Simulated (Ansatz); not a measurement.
Basis sets compared for Mg(OH)2 (MgO2H2). The state is a singlet with charge 0. Geometry r2SCAN-D4/def2-TZVP. Ansatz on 4 threads of Arm Neoverse N1 on a shared host; times are rough, and most runs start from earlier orbitals.

Cartesian coordinates in Å:
```
Mg 0.028 -0.002 0.012
O 0.312 1.718 -0.227
H 0.276 2.659 -0.333
O -0.192 -1.727 0.280
H -0.423 -2.647 0.268
```

Binding counts from free atoms (Mg singlet, O triplet, H doublet) in the same basis, without a counterpoise term.

```tsv
level	functions	energy (Eh)	HOMO (eV)	LUMO (eV)	binding per atom (eV)	wall time
PBE-D4/def2-SVP	56	-351.3353	-6.01	-1.62	3.47	0.45 s
PBE0-D4/def2-SVP	56	-351.3536	-7.68	-0.89	3.34	0.55 s
```

Question: Estimate the rows for PBE-D4/def2-TZVP, PBE0-D4/def2-TZVP (with forces).

Answer: 
| level | functions | energy (Eh) | HOMO (eV) | LUMO (eV) | binding per atom (eV) | wall time |
| --- | --- | --- | --- | --- | --- | --- |
| PBE-D4/def2-TZVP | 106 | -351.5969 | -6.24 | -1.75 | 3.46 | 0.7 s |
| PBE0-D4/def2-TZVP (with forces) | 106 | -351.6130 | -7.87 | -0.99 | 3.34 | 1.3 s |
